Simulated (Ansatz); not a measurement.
Predict the output of the script below (Ansatz 0.2.0 through its Python package).

Contents of `ch3bn.xyz`:
```text
6

B    -0.50890    0.00400   -0.00920
C     1.03460   -0.00810    0.01860
N     2.19150   -0.01730    0.03940
H    -0.89980   -0.86160   -0.72790
H    -0.92710   -0.17470    1.09170
H    -0.89030    1.05780   -0.41270
```

The script, `cas_ch3bn.py`:
```python
'''Active-space calculation on CH3BN(-).'''

import warnings

import ansatz as az

warnings.simplefilter('ignore', az.DeckWarning)

system = az.Crystal.molecule_from_extxyz('ch3bn.xyz')

calculation = system.calculation()
calculation = calculation.basis(gaussian='6-31G*')
calculation = calculation.charge(-1).correlation(active_electrons=2, active_orbitals=3)
for method in ['sc_nevpt2']:
    summary = (calculation if method is None else calculation.correlation(method)).run(threads=1, backend='cpu').report
    space = summary['configurations']
    state = space['states'][0]
    print(method or 'casscf', f'total {summary["free_energy_ev"] / 27.211386246:.6f} Ha, active-space state {state["energy"]["hartree"]:.6f} Ha, mean field {summary["reference_energy_ev"] / 27.211386246:.6f} Ha')
    print('  determinants', state['n_determinants'], ' natural occupations', [round(n, 3) for n in space['natural_occupations']])
```

```console
$ python cas_ch3bn.py
sc_nevpt2 total -119.140485 Ha, active-space state -118.793106 Ha, mean field -118.765840 Ha
  determinants 9  natural occupations [1.945, 0.053, 0.002]
```

Reading the output:
- Total energies depend on the basis set; only differences at equal settings carry meaning.
- The geometry is a force-field or estimated start, not a minimum of this method, and the basis set is short of its limit. The active space starts as a window about the frontier orbitals and is then optimised, not chosen by chemistry.
- Anions want diffuse functions, which this basis lacks.
- Finished in 3.6 s on 1 thread of AMD EPYC 7B13 (Zen 3) (shared host), peak memory 0.16 GiB.
